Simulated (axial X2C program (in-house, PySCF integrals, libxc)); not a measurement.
**All-electron X2C curves of PF in the non-relativistic limit (speed of light times 100)**

What are the state, bond length, wavenumber and bond energy of PF?

Method: all-electron X2C, P dyall-v3z, F dyall-v3z; program: an in-house X2C program for linear molecules on PySCF integrals.

All values are calculated.

## Step 1: Set-up

File task.json:

```json
{"zs": [15, 9], "q": 0, "bas": ["dyall-v3z", "dyall-v3z"], "levels": ["PBE0", "HF", "PBE", "B3LYP"], "cc": false, "r0": 1.75, "npts": 10, "nst": 2, "ntry": 6, "opt": {"cfac": 100}}
```

Keys: zs atomic numbers; q charge; bas basis sets; levels methods (HF also brings MP2); cc coupled cluster on or off; r0 starting distance in Å; npts points asked for on the curve; nst determinants followed; ntry starts of the search; cfac factor on the speed of light (100 gives the non-relativistic limit).

On the command line:

```console
$ python so2c.py task.json out
```

The Hamiltonian is the X2C one with the speed of light multiplied by 100, which is the non-relativistic limit. Basis: P dyall-v3z contracted to [8s7p2d1f], F dyall-v3z contracted to [6s5p2d1f]; Gaussian nuclei, density fitting. Masses: P 30.974 u, F 18.998 u.

Notation: σ, π±, δ± give the projection m of an orbital's angular momentum (0, ±1, ±2), α and β its spin, Λ and M_S the sums; ω is the projection of a spinor's total angular momentum and Ω the sum. Logs are in hartree.

The results follow Hamiltonian by Hamiltonian and level by level.

## Step 2: State search with PBE0

PBE0 moves the distance from 1.750 Å to 1.609 Å and compares determinants there.

Spin-free determinants:

| ΔE (eV) | state | open shells |
| --- | --- | --- |
| 0.00 | M_S = 1, Λ = 0 | beyond closed shells: π+α, π-α |
| 1.03 | M_S = 0, Λ = 2 | beyond closed shells: π+α, π+β |
| 1.03 | M_S = 0, Λ = 0 | beyond closed shells: π+β, π-α |
| 3.94 | M_S = 1, Λ = 1 | beyond closed shells: σα, π+α |
| 4.33 | M_S = 0, Λ = 1 | beyond closed shells: σα, π+β |

## Step 3: PBE0, non-rel.

State followed: M_S = 1, Λ = 0 (beyond closed shells: π+α, π-α). The scan is laid around 1.609 Å, a first estimate of the minimum, and this SCF restarts from the orbitals of the search.

The SCF at the reference distance of 1.609 Å:

```text
spin-free X2C-1e  PBE0
basis functions 84  fitting functions 525  grid points 4354
iter        total energy     max residual
   1       -440.996668979     4.76e-05
   2       -440.996668995     2.37e-05
   3       -440.996668998     1.07e-05
converged
one-electron -699.36931918  Coulomb 247.43400740  exact exchange -8.17038808  xc functional -25.29054867  nuclear repulsion 44.39957954
```

Along the bond, energies from the lowest point:

```
R (Å)  E (eV)  μ (D)  HOMO (eV)  LUMO (eV)  iterations
1.400  0.9953   0.39      -6.29      -1.98          11
1.464  0.4074  -0.01      -6.52      -2.18          10
1.512  0.1585  -0.31      -6.68      -2.33           9
1.561  0.0325  -0.60      -6.84      -2.47           9
1.609  0.0000  -0.90      -7.00      -2.60           3
1.665  0.0514  -1.24      -7.17      -2.76           9
1.722  0.1734  -1.57      -7.34      -2.90           8
1.794  0.4021  -1.98      -7.54      -3.08           9
1.883  0.7501  -2.47      -7.77      -3.28           9
2.011  1.3196  -3.13      -8.07      -3.54          10
```

Dipoles are positive if F is the positive end.

Outer orbitals at the reference distance:

| symmetry | occupied | ε (eV) | atomic character |
| --- | --- | --- | --- |
| σα | yes | -34.32 | 79% F s, 8% P p, 5% P s |
| σβ | yes | -33.97 | 79% F s, 8% P p, 5% P d |
| σα | yes | -17.89 | 47% P s, 45% F p, 6% F s |
| σβ | yes | -16.68 | 62% F p, 29% P s, 6% F s |
| π+α | yes | -13.63 | 86% F p, 10% P p, 3% P d |
| π-α | yes | -13.63 | 86% F p, 10% P p, 3% P d |
| π-β | yes | -12.94 | 89% F p, 6% P p, 4% P d |
| π+β | yes | -12.94 | 89% F p, 6% P p, 4% P d |
| σα | yes | -12.82 | 40% F p, 35% P s, 21% P p |
| σβ | yes | -11.40 | 52% P s, 23% F p, 22% P p |
| π+α | yes | -7.00 | 88% P p, 10% F p |
| π-α | yes | -7.00 | 88% P p, 10% F p |
| π-β | no | -2.60 | 91% P p, 7% F p |
| π+β | no | -2.60 | 91% P p, 7% F p |
| σα | no | -0.80 | 66% P p, 19% P d, 6% F p |
| σβ | no | -0.05 | 66% P p, 18% P d, 6% F p |

PBE0 fields in the half plane through the axis: z from -2.4 to 3.9 Å across, distance from the axis 0.15 to 2.25 Å upwards; P lies at z = 0 and F at z = 1.609 Å; the ELF is damped to zero where the density is low.

log10 density (e/bohr³). Ten even steps from '0' (-6.61 ) to '9' (1.15 ):
```
2233444444443333221100
2334445555444433332210
3344555555554444433221
3344556666555555443321
3445566666666666554322
3445667777667776654432
3455667787777887655432
3455667898778988765432
```

ELF. Ten even steps from ' ' (0.00 ) to '@' (0.96 ):
```
        ..::======--..                      
      ..--++######**--                      
      ::++##%%@@%%##==..                    
    ..==##%%@@@@@@%%==..  ..::....          
    ..==##@@@@@@@@%%==..::==++==::..        
    ..==##@@@@%%##**==--**##%%##++::        
    ..==##%%**  ::  ::**%%%%@@%%**--..      
    ..==####..##**%%..##%%..--%%##==..      
```

Re = 1.605 Å, ωe = 851 cm⁻¹, ωexe = 4.29 cm⁻¹, Be = 0.556 cm⁻¹, De = 4.64 eV, μ = -0.87 D.

## Step 4: HF, non-rel.

Output at 1.609 Å:

```text
spin-free X2C-1e  HF
basis functions 84  fitting functions 525  grid points 4354
iter        total energy     max residual
   1       -440.217284576     1.15e-01
   2       -440.233182340     9.67e-03
   3       -440.234190189     7.65e-03
   4       -440.234473597     3.49e-03
   5       -440.234545085     1.21e-03
   6       -440.234566027     6.47e-04
   7       -440.234568206     2.04e-04
   8       -440.234568646     6.56e-05
   9       -440.234568733     4.87e-05
  10       -440.234568757     1.34e-05
  11       -440.234568759     3.81e-06
  12       -440.234568759     1.19e-06
converged
one-electron -699.27756819  Coulomb 247.40647935  exact exchange -32.76305945  xc functional 0.00000000  nuclear repulsion 44.39957954
```

Re = 1.579 Å, ωe = 907 cm⁻¹, ωexe = 4.43 cm⁻¹, Be = 0.5742 cm⁻¹, De = 2.74 eV, μ = -0.99 D.

## Step 5: PBE, non-rel.

The SCF at the reference distance of 1.609 Å:

```text
spin-free X2C-1e  PBE
basis functions 84  fitting functions 525  grid points 4354
iter        total energy     max residual
   1       -440.970568681     3.88e-02
   2       -440.971892850     1.14e-02
   3       -440.972031770     1.50e-02
   4       -440.972939026     1.81e-03
   5       -440.972955746     4.25e-04
   6       -440.972958036     1.98e-04
   7       -440.972958268     5.09e-05
   8       -440.972958288     9.01e-06
   9       -440.972958289     3.76e-06
converged
one-electron -699.28185360  Coulomb 247.32277062  exact exchange 0.00000000  xc functional -33.41345484  nuclear repulsion 44.39957954
```

Re = 1.629 Å, ωe = 801 cm⁻¹, ωexe = 4.2 cm⁻¹, Be = 0.5394 cm⁻¹, De = 5.00 eV, μ = -0.86 D.

## Step 6: B3LYP, non-rel.

Output at 1.609 Å:

```text
spin-free X2C-1e  B3LYP
basis functions 84  fitting functions 525  grid points 4354
iter        total energy     max residual
   1       -441.240590446     2.73e-02
   2       -441.241826897     3.51e-03
   3       -441.241895974     1.81e-03
   4       -441.241908784     4.55e-04
   5       -441.241910326     1.67e-04
   6       -441.241910455     2.57e-05
   7       -441.241910459     5.37e-06
converged
one-electron -699.42054515  Coulomb 247.48447177  exact exchange -6.53470353  xc functional -27.17071309  nuclear repulsion 44.39957954
```

Re = 1.616 Å, ωe = 824 cm⁻¹, ωexe = 4.31 cm⁻¹, Be = 0.5485 cm⁻¹, De = 4.75 eV, μ = -0.98 D.

## Step 7: MP2, non-rel.

Correlated methods: 12 electrons correlated (frozen shells, counted by type: P 2 s, 1 p; F 1 s), 134 virtual spinors in MP2.

MP2: Re = 1.609 Å, ωe = 845 cm⁻¹, Be = 0.553 cm⁻¹, De = 4.56 eV.

## Step 8: A higher determinant, non-rel.

State: M_S = 0, Λ = 2 (beyond closed shells: π+α, π+β).

Output at the reference distance:

```text
spin-free X2C-1e  PBE0
basis functions 84  fitting functions 525  grid points 4354
iter        total energy     max residual
   1       -440.958707211     3.81e-05
   2       -440.958707214     1.93e-05
converged
one-electron -699.21530480  Coulomb 247.26156775  exact exchange -8.15286514  xc functional -25.25168456  nuclear repulsion 44.39957954
```

```
R (Å)  E above the lowest PBE0 point (eV)
1.400                               2.001
1.464                               1.422
1.512                               1.179
1.561                               1.059
1.609                               1.033
1.665                               1.092
1.722                               1.221
1.794                               1.460
1.883                               1.819
```

Re = 1.600 Å, ωe = 861 cm⁻¹, ωexe = 4.26 cm⁻¹, Be = 0.5589 cm⁻¹, μ = -0.75 D. Te = 1.03 eV.

## Step 9: The non-rel. curves together

Energy (eV) of the followed determinant, non-rel., from each level's lowest point:

```
R (Å)   PBE0     HF    MP2    PBE  B3LYP
1.400  0.995  0.817  1.033  1.157  1.063
1.464  0.407  0.289  0.431  0.518  0.455
1.512  0.159  0.083  0.173  0.231  0.190
1.561  0.032  0.000  0.040  0.068  0.049
1.609  0.000  0.009  0.000  0.000  0.000
1.665  0.051  0.107  0.044  0.011  0.033
1.722  0.173  0.273  0.160  0.095  0.136
1.794  0.402  0.555  0.381  0.276  0.340
1.883  0.750  0.964  0.721  0.570  0.660
2.011  1.320  1.613  1.278  1.069  1.190
```

Time for the job: 26 s (1 thread of Arm Neoverse N1, shared host); peak memory 0.21 GiB.

## Step 10: What came out

Lowest determinant that the search found at its distance, non-rel.: M_S = 1, Λ = 0 (beyond closed shells: π+α, π-α).

```tsv
Hamiltonian	level	Re (Å)	ωe (cm⁻¹)	De (eV)	μ (D)
non-rel.	PBE0	1.605	851	4.64	-0.87
non-rel.	HF	1.579	907	2.74	-0.99
non-rel.	MP2	1.609	845	4.56	n/a
non-rel.	PBE	1.629	801	5.00	-0.86
non-rel.	B3LYP	1.616	824	4.75	-0.98
```

Dipoles are positive if F is the positive end.

Time per point (s) on 1 thread of Arm Neoverse N1, shared host (non-rel. runs); the times are rough: PBE0 0.29, HF 0.12, MP2 0.19, PBE 0.24, B3LYP 0.31.

What this shows: Bond lengths run from 1.579 Å (non-rel. HF) to 1.629 Å (non-rel. PBE).

De refers to P + F, each in the lowest determinant found, which need not be this curve's own limit. Each curve is one determinant whose occupation by symmetry is held fixed; it was picked as the lowest of a PBE0 search that is not exhaustive. Dissociation energies refer to the lowest single-determinant-based atoms at the same level and basis. With several unpaired electrons one determinant need not be a pure state. These are model numbers, with the speed of light changed.
